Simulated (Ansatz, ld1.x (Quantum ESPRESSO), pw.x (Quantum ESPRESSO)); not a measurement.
Equation-of-state test of one RRKJ potential (C)

C (Z = 6), norm-conserving RRKJ (Kleinman–Bylander form), made with ld1.x (Quantum ESPRESSO) 7.5 (LDA (PW92), scalar-relativistic). Core [He], reference 2s2 2p1 (charge +1). Waves: 2s (bound): rc 1.15 bohr; 2p (bound): rc 2.90 bohr; 3d channel at -0.15 Ry: rc 2.75 bohr. Local part: the d channel. Core correction: none.

Crystal test: bcc C in pw.x 7.5, no spin, 18³ k-points, Fermi–Dirac smearing 0.01 Ry, cutoffs 85/340 Ry. The reference is all-electron LAPW (Ansatz 0.2.0) with the same functional, mesh and smearing; V0 and B0 come from Birch–Murnaghan fits to the pressures at five volumes. Errors are pseudo minus all-electron; Δ is the rms difference of the E(V) curves that follow from these fits, minima aligned, over ±6 % about the mean V0. Mesh and smearing are coarse, so the numbers serve the comparison and aren't converged zero-temperature values; the lattice is a test structure that the element need not adopt.

```json
{"V (Å³/atom)": "5.884", "P all-electron (GPa)": "18.18", "P pseudo (GPa)": "-2.44"}
{"V (Å³/atom)": "6.039", "P all-electron (GPa)": "10.98", "P pseudo (GPa)": "-5.17"}
{"V (Å³/atom)": "6.194", "P all-electron (GPa)": "4.60", "P pseudo (GPa)": "-7.82"}
{"V (Å³/atom)": "6.349", "P all-electron (GPa)": "-1.05", "P pseudo (GPa)": "-10.40"}
{"V (Å³/atom)": "6.504", "P all-electron (GPa)": "-6.05", "P pseudo (GPa)": "-12.88"}
```

All-electron: a0 = 2.329 Å (V0 = 6.32 Å³/atom), B0 = 221.9 GPa.

Pseudopotential: mean pressure error (GPa): -13.08. The pressure does not cross zero within the volumes sampled, so no fit is given. The largest radius (2.90 bohr) exceeds half the bond length (1.89 bohr), so the spheres overlap, which is one possible source of error among others. This is a poor potential for the solid. Atomic configuration tests: 2 of 9 tests not solved or not reliable.

Problem. At the middle volume, how do free energy and pressure move when the wave cutoff is lowered (ecutrho kept at four times it)?

Solution.

```
cutoff (Ry)  shift of F (meV/atom)  shift of P (GPa)
         38                 +405.1            -30.16
         51                  +97.3            -10.17
         68                  +11.0             -1.80
```

The run at the middle volume (195 k-points, 6 iterations) took about 7 s on one core of a shared host (Neoverse-V2, 96 threads, 742 GiB, load 51).
